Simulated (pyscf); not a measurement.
A first-order saddle from PySCF, ωB97X-D3(BJ)/def2-SVP:

```
N
H 1 1.0231
N 1 1.4128 2 114.83
H 3 1.0197 1 110.43 2 -59.29
H 3 1.0210 4 107.60 1 -121.57
H 1 1.4461 2 121.92 3 -138.25
H 6 0.9784 1 148.95 2 -120.25
Ga 6 1.8456 7 76.63 1 -9.09
H 8 1.5550 6 118.09 7 76.77
H 8 1.5630 9 128.66 7 125.62
```
Charge 0, spin multiplicity 1.

Surface: singlet, charge 0. Lowest wavenumbers (cm⁻¹): 1302i, 169, 216, 311, 466.

Q: Which two sides does it connect, and which bonds change?

A: H₂N–NH₂ + GaH₃ ⇌ H₂N–NH–GaH₂ + H₂, a four-centre exchange read from left to right: H–N, Ga–H broken and Ga–N, H–H formed. At ωB97M-D3(BJ)/def2-TZVP it lies +16.5 kcal/mol from the left side and +22.3 kcal/mol from the right (each side as separated species at their lowest minima found). On the reactant side the descent ends in an adduct with a Ga–N contact, 26.6 kcal/mol under the separated species and 40.9 kcal/mol under the saddle at ωB97X-D3(BJ)/def2-TZVP. What is counted as formed (Ga–N) is already present as a longer contact in the reactant adduct; forming that adduct is a step of its own. At the saddle there is also a short Ga–H contact that neither side keeps. At ωB97X-D3(BJ)/def2-TZVP the barrier from the zero used here is 14.3 kcal/mol. H₂N–NH–GaH₂ lies 50.5 kcal/mol over its isomer H₂N–GaH–NH₂ (electronic energy, ωB97M-D3(BJ)/def2-TZVP). One saddle was located; it need not be the lowest between these sides. Elements up to Kr have no core potential and no relativistic terms here.
